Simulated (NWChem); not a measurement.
System: hydrazine (N$_{2}$H$_{4}$); SMILES NN

Here is an NWChem input.

```
start job
memory heap 200 mb stack 900 mb global 1100 mb
geometry units angstroms noautoz
  N     -0.060284     0.698870     0.062877
  N      0.060284    -0.698870     0.062877
  H      0.839627     1.107434     0.302782
  H     -0.338595     1.082555    -0.841649
  H     -0.839627    -1.107434     0.302782
  H      0.338595    -1.082555    -0.841649
end
basis spherical
  * library def2-svp
end
dft
  xc b3lyp
  iterations 150
  mulliken
end
task dft energy
```

Structure relaxed at the PBE0/def2-SVP level.

**Question.** Predict the main results of this run. (B3LYP/def2-SVP.) Quantities: basis functions; energy (Ha); highest occupied level (eV); orbital gap (eV); dipole (D).

**Answer.** 
* **number of basis functions**: 48
* **energy (Ha)**: -111.78
* **highest occupied level (eV)**: -6.44
* **orbital gap (eV)**: 7.89
* **dipole (D)**: 1.99
